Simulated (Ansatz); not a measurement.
Ideal-gas functions of C$_{2}$H$_{3}$N (`C1=NC1`) at 600 K and 1 bar, from an Ansatz frequency run at PBE0-D4/def2-TZVP.

Molar mass 41.05 g/mol, point group Cs (symmetry number 1), electronic degeneracy 1, moments of inertia 13.961, 22.277, 32.82 u Å². Harmonic wavenumbers (cm⁻¹, unscaled): 763, 811, 1001, 1015, 1049, 1124, 1290, 1511, 1779, 3108, 3195, 3230.

Use S(trans) = R[1.5 ln M + 2.5 ln T − 1.1517]; rotational temperatures θ = 24.2544 K / I; S(rot) = R[ln(√π/σ · √(T³/θAθBθC)) + 1.5]; for each mode x = 1.438777 ν̃/T, S = R[x/(eˣ − 1) − ln(1 − e⁻ˣ)] and H = RT x/(eˣ − 1); 1 cm⁻¹ = 0.0119627 kJ/mol; R = 8.31446 J/(mol·K).

**Question.** By hand: the entropy, in J/(mol·K).

**Answer.** Translation 169.7. Rotation: θ = 1.7373, 1.0888, 0.739 K, giving 95.6. Vibration, mode by mode: 4.36, 3.98, 2.78, 2.71, 2.54, 2.20, 1.61, 1.05, 0.62, 0.04, 0.03, 0.03, in all 22.0. Electronic 0.0. Sum 287.3 J/(mol·K).

**Question.** By hand: H − E and G − E in kJ/mol, counted from the electronic energy.

**Answer.** Zero-point energy ½ × 19876 × 0.0119627 = 118.9; thermal vibration 9.4; translation, rotation and pV give 4 RT = 20.0. H − E = 148.3 kJ/mol, and G − E = 148.3 − 600 × 287.3/1000 = -24.1 kJ/mol.

Vibration gives 8 % of the entropy.
